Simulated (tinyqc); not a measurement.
MP2 on RHF in the sto-6g basis, frozen core, for CH3+, spin multiplicity 1, step by step (part 2 of 2). Computed by tinyqc, a small Python program that keeps every step (integrals from PySCF). Command: `OMP_NUM_THREADS=1 python tinyqc.py 22758 22759 out.jsonl` (the two numbers bound the seeds that draw the settings). One thread of a shared host (Intel(R) Xeon(R) Processor @ 2.60GHz), about 0.3 s of CPU time with the checks.

Geometry (angstrom):
```
atom        x        y       z
C      0.0000   0.0000  0.0220
H      1.1190   0.0000  0.0000
H     -0.5590   0.9690  0.0000
H     -0.5590  -0.9690  0.0000
```

## Integrals over molecular orbitals

coefficients C, order 1C 1s, 1C 2s, 1C 2px, 1C 2py, 1C 2pz, 2H 1s, 3H 1s, 4H 1s:
$$\begin{pmatrix}
0.9959 & -0.2236 & 0.0000 & 0.0000 & -0.0057 & -0.1970 & 0.0001 & 0.0000 \\
0.0192 & 0.7364 & 0.0000 & 0.0001 & 0.0304 & 1.3265 & -0.0010 & 0.0000 \\
0.0000 & 0.0000 & 0.0000 & 0.6452 & 0.0000 & 0.0007 & 1.0719 & 0.0000 \\
0.0000 & 0.0000 & 0.6451 & 0.0000 & 0.0000 & 0.0000 & 0.0000 & 1.0724 \\
-0.0001 & -0.0053 & 0.0000 & 0.0000 & 0.9995 & -0.0372 & 0.0000 & 0.0000 \\
-0.0037 & 0.1804 & 0.0000 & 0.4112 & -0.0109 & -0.7376 & -1.0162 & 0.0000 \\
-0.0037 & 0.1806 & 0.3560 & -0.2056 & -0.0109 & -0.7370 & 0.5088 & -0.8808 \\
-0.0037 & 0.1806 & -0.3560 & -0.2056 & -0.0109 & -0.7370 & 0.5088 & 0.8808
\end{pmatrix}$$

core Hamiltonian H = T + V (hartree), order 1C 1s, 1C 2s, 1C 2px, 1C 2py, 1C 2pz, 2H 1s, 3H 1s, 4H 1s:
$$\begin{pmatrix}
-19.3580 & -4.4563 & 0.0000 & 0.0000 & 0.0010 & -1.1143 & -1.1152 & -1.1152 \\
-4.4563 & -6.0514 & 0.0000 & 0.0000 & 0.0098 & -2.5266 & -2.5278 & -2.5278 \\
0.0000 & 0.0000 & -5.1247 & 0.0000 & 0.0000 & -2.1028 & 1.0511 & 1.0511 \\
0.0000 & 0.0000 & 0.0000 & -5.1249 & 0.0000 & 0.0000 & -1.8220 & 1.8220 \\
0.0010 & 0.0098 & 0.0000 & 0.0000 & -4.9434 & 0.0436 & 0.0436 & 0.0436 \\
-1.1143 & -2.5266 & -2.1028 & 0.0000 & 0.0436 & -3.7996 & -0.6807 & -0.6807 \\
-1.1152 & -2.5278 & 1.0511 & -1.8220 & 0.0436 & -0.6807 & -3.8003 & -0.6805 \\
-1.1152 & -2.5278 & 1.0511 & 1.8220 & 0.0436 & -0.6807 & -0.6805 & -3.8003
\end{pmatrix}$$

Given earlier and not repeated: Two-electron integrals (ij|kl) in chemists' order.

(pq|rs) = sum C_ip C_jq C_kr C_ls (ij|kl), one index at a time.

one-electron integrals over orbitals h = C^T H C (hartree):
$$\begin{pmatrix}
-19.3467 & 0.3769 & 0.0000 & 0.0000 & 0.0109 & 0.3285 & -0.0002 & 0.0000 \\
0.3769 & -5.0328 & 0.0000 & 0.0000 & -0.0094 & -0.8686 & 0.0005 & 0.0000 \\
0.0000 & 0.0000 & -4.5979 & 0.0000 & 0.0000 & 0.0000 & 0.0000 & -0.9095 \\
0.0000 & 0.0000 & 0.0000 & -4.5976 & 0.0000 & -0.0008 & -0.9094 & 0.0000 \\
0.0109 & -0.0094 & 0.0000 & 0.0000 & -4.9427 & 0.0285 & 0.0000 & 0.0000 \\
0.3285 & -0.8686 & 0.0000 & -0.0008 & 0.0285 & -3.6280 & -0.0001 & 0.0000 \\
-0.0002 & 0.0005 & 0.0000 & -0.9094 & 0.0000 & -0.0001 & -3.8501 & 0.0000 \\
0.0000 & 0.0000 & -0.9095 & 0.0000 & 0.0000 & 0.0000 & 0.0000 & -3.8501
\end{pmatrix}$$

Two-electron integrals over orbitals (pq|rs), unique and non-zero (hartree); the lowest 1 orbital is frozen and left out:
```
(22|22) 0.5245      (32|32) 0.1204      (33|22) 0.5081      (33|33) 0.5457
(42|22) -2.72e-05   (42|33) -0.0439     (42|42) 0.1204      (43|32) -0.0439
(43|43) 0.0411      (44|22) 0.5081      (44|33) 0.4634      (44|42) 0.0439
(44|44) 0.5457      (52|22) -0.0006     (52|33) 1.36e-04    (52|42) 2.41e-07
(52|44) 1.37e-04    (52|52) 0.1007      (53|32) -3.14e-04   (53|43) 0.0006
(53|53) 0.0244      (54|22) 6.69e-07    (54|33) 0.0006      (54|42) -3.13e-04
(54|44) -0.0006     (54|52) 2.26e-06    (54|54) 0.0244      (55|22) 0.5574
(55|33) 0.5136      (55|42) -8.72e-06   (55|44) 0.5136      (55|52) 0.0063
(55|54) 1.04e-06    (55|55) 0.6732      (62|22) 0.0830      (62|33) 0.0584
(62|42) 2.39e-05    (62|44) 0.0584      (62|52) -0.0010     (62|54) 9.01e-07
(62|55) 0.1335      (62|62) 0.0732      (63|32) -0.0256     (63|43) 0.0315
(63|53) 0.0008      (63|63) 0.0566      (64|22) 9.16e-05    (64|33) 0.0315
(64|42) -0.0256     (64|44) -0.0314     (64|52) 1.62e-06    (64|54) 0.0008
(64|55) 1.12e-04    (64|62) 7.40e-05    (64|64) 0.0566      (65|22) -0.0036
(65|33) -0.0019     (65|42) 2.08e-06    (65|44) -0.0019     (65|52) 0.0706
(65|54) 1.65e-05    (65|55) -0.0016     (65|62) -0.0042     (65|64) -2.07e-06
(65|65) 0.0552      (66|22) 0.4645      (66|33) 0.4640      (66|42) 1.25e-04
(66|44) 0.4640      (66|52) -0.0045     (66|54) -1.24e-06   (66|55) 0.4752
(66|62) 0.0334      (66|64) -1.54e-05   (66|65) -0.0044     (66|66) 0.4601
(72|22) -4.51e-05   (72|33) 0.0197      (72|42) 0.0177      (72|44) -0.0198
(72|52) 1.62e-07    (72|54) 0.0014      (72|55) -8.33e-05   (72|62) -2.87e-05
(72|64) 0.0432      (72|65) 3.15e-06    (72|66) -1.43e-05   (72|72) 0.0484
(73|32) 0.0476      (73|43) -0.0142     (73|53) -0.0006     (73|63) -0.0279
(73|73) 0.0366      (74|22) 0.0897      (74|33) 0.0831      (74|42) -0.0476
(74|44) 0.0548      (74|52) 0.0027      (74|54) 0.0006      (74|55) 0.1275
(74|62) 0.0753      (74|64) 0.0279      (74|65) -0.0015     (74|66) 0.0319
(74|72) 0.0057      (74|74) 0.1199      (75|22) 1.40e-06    (75|33) -0.0013
(75|42) 0.0032      (75|44) 0.0013      (75|52) -4.77e-05   (75|54) 0.0183
(75|55) 4.06e-07    (75|62) 3.30e-06    (75|64) -0.0013     (75|65) -2.44e-05
(75|66) 6.12e-06    (75|72) 4.12e-04    (75|74) -0.0014     (75|75) 0.0183
(76|22) -1.60e-05   (76|33) -0.0504     (76|42) 0.1079      (76|44) 0.0504
(76|52) 3.67e-06    (76|54) -0.0012     (76|55) 1.65e-06    (76|62) 2.32e-05
(76|64) -0.0508     (76|65) 3.99e-06    (76|66) 1.45e-04    (76|72) -0.0089
(76|74) -0.0566     (76|75) 0.0030      (76|76) 0.1265      (77|22) 0.4941
(77|33) 0.4577      (77|42) 0.0317      (77|44) 0.5284      (77|52) 0.0006
(77|54) -0.0010     (77|55) 0.5019      (77|62) 0.0526      (77|64) -0.0419
(77|65) -0.0011     (77|66) 0.4718      (77|72) -0.0297     (77|74) 0.0429
(77|75) 0.0010      (77|76) 0.0508      (77|77) 0.5415      (82|32) 0.0177
(82|43) 0.0197      (82|53) 0.0014      (82|63) 0.0432      (82|73) -0.0058
(82|82) 0.0484      (83|22) 0.0897      (83|33) 0.0548      (83|42) 0.0475
(83|44) 0.0831      (83|52) 0.0027      (83|54) -0.0006     (83|55) 0.1275
(83|62) 0.0753      (83|64) -0.0278     (83|65) -0.0015     (83|66) 0.0321
(83|72) -0.0058     (83|74) 0.0503      (83|75) 0.0014      (83|76) 0.0567
(83|77) 0.0777      (83|83) 0.1199      (84|32) 0.0476      (84|43) -0.0141
(84|53) -0.0006     (84|63) -0.0279     (84|73) 0.0331      (84|82) -0.0058
(84|84) 0.0365      (85|32) 0.0032      (85|43) -0.0013     (85|53) 0.0183
(85|63) -0.0013     (85|73) 0.0014      (85|82) 4.12e-04    (85|84) 0.0014
(85|85) 0.0183      (86|32) 0.1079      (86|43) -0.0503     (86|53) -0.0012
(86|63) -0.0507     (86|73) 0.0567      (86|82) -0.0089     (86|84) 0.0566
(86|85) 0.0030      (86|86) 0.1264      (87|32) -0.0319     (87|43) 0.0354
(87|53) 0.0010      (87|63) 0.0421      (87|73) -0.0175     (87|82) 0.0297
(87|84) -0.0175     (87|85) -0.0010     (87|86) -0.0509     (87|87) 0.0427
(88|22) 0.4942      (88|33) 0.5285      (88|42) -0.0319     (88|44) 0.4577
(88|52) 0.0006      (88|54) 0.0010      (88|55) 0.5020      (88|62) 0.0526
(88|64) 0.0421      (88|65) -0.0011     (88|66) 0.4718      (88|72) 0.0296
(88|74) 0.0778      (88|75) -0.0010     (88|76) -0.0509     (88|77) 0.4563
(88|83) 0.0429      (88|88) 0.5416
```

## Second-order Moller-Plesset energy

orbital energies (hartree): MO1 -11.7405, MO2 -1.2696, MO3 -0.9514, MO4 -0.9512, MO5 -0.2387, MO6 0.2000, MO7 0.2882, MO8 0.2887

Hartree-Fock energy = -39.156174 hartree

E2 = sum_ijab (ia|jb) [2 (ia|jb) - (ib|ja)] / (e_i + e_j - e_a - e_b) over occupied i, j and virtual a, b; the opposite-spin part is (ia|jb)^2 / denominator, the rest is same-spin, and SCS-MP2 scales them by 6/5 and 1/3.

Terms (the 40 largest of 74):
```
i  j  a  b  (ia|jb)  (ib|ja)  denominator       term
4  4  7  7   0.1199   0.1199      -2.4788    -0.0058
3  3  8  8   0.1199   0.1199      -2.4802    -0.0058
2  2  5  5   0.1007   0.1007      -2.0619    -0.0049
3  2  8  6   0.0753   0.0432      -2.7097    -0.0030
2  3  6  8   0.0753   0.0432      -2.7097    -0.0030
4  2  7  6   0.0753   0.0432      -2.7090    -0.0030
2  4  6  7   0.0753   0.0432      -2.7090    -0.0030
2  2  6  6   0.0732   0.0732      -2.9392    -0.0018
4  4  6  6   0.0566   0.0566      -2.3023    -0.0014
3  3  6  6   0.0566   0.0566      -2.3027    -0.0014
4  3  7  8   0.0503   0.0331      -2.4795    -0.0014
3  4  8  7   0.0503   0.0331      -2.4795    -0.0014
2  2  7  7   0.0484   0.0484      -3.1157    -0.0008
2  2  8  8   0.0484   0.0484      -3.1167    -0.0008
3  3  7  7   0.0366   0.0366      -2.4792    -0.0005
4  4  8  8   0.0365   0.0365      -2.4798    -0.0005
4  4  5  5   0.0244   0.0244      -1.4250  -4.19e-04
3  3  5  5   0.0244   0.0244      -1.4254  -4.19e-04
4  4  6  7   0.0279   0.0279      -2.3906  -3.27e-04
4  4  7  6   0.0279   0.0279      -2.3906  -3.27e-04
3  3  6  7  -0.0279  -0.0279      -2.3910  -3.26e-04
3  3  7  6  -0.0279  -0.0279      -2.3910  -3.26e-04
4  3  8  6  -0.0279  -0.0278      -2.3913  -3.25e-04
3  4  6  8  -0.0279  -0.0278      -2.3913  -3.25e-04
3  4  8  6  -0.0278  -0.0279      -2.3913  -3.23e-04
4  3  6  8  -0.0278  -0.0279      -2.3913  -3.23e-04
4  3  8  7   0.0331   0.0503      -2.4795  -2.12e-04
3  4  7  8   0.0331   0.0503      -2.4795  -2.12e-04
2  4  7  6   0.0432   0.0753      -2.7090  -1.76e-04
4  2  6  7   0.0432   0.0753      -2.7090  -1.76e-04
2  3  8  6   0.0432   0.0753      -2.7097  -1.75e-04
3  2  6  8   0.0432   0.0753      -2.7097  -1.75e-04
3  2  8  7  -0.0058  -0.0058      -2.7979  -1.22e-05
2  3  7  8  -0.0058  -0.0058      -2.7979  -1.22e-05
2  3  8  7  -0.0058  -0.0058      -2.7979  -1.20e-05
3  2  7  8  -0.0058  -0.0058      -2.7979  -1.20e-05
4  2  8  8  -0.0058  -0.0058      -2.7982  -1.19e-05
2  4  8  8  -0.0058  -0.0058      -2.7982  -1.19e-05
2  4  7  7   0.0057   0.0057      -2.7972  -1.16e-05
4  2  7  7   0.0057   0.0057      -2.7972  -1.16e-05
```

Pair energies (hartree; pair i-j sums ij and ji):
```
pair  opposite spin  same spin
2-2         -0.0082          0
3-2         -0.0056    -0.0008
3-3         -0.0088          0
4-2         -0.0056    -0.0008
4-3         -0.0042  -2.39e-04
4-4         -0.0088          0
```

MP2 correlation energy = -0.043086 hartree

SCS-MP2 correlation energy = -0.050170 hartree

MP2 total energy = -39.199260 hartree
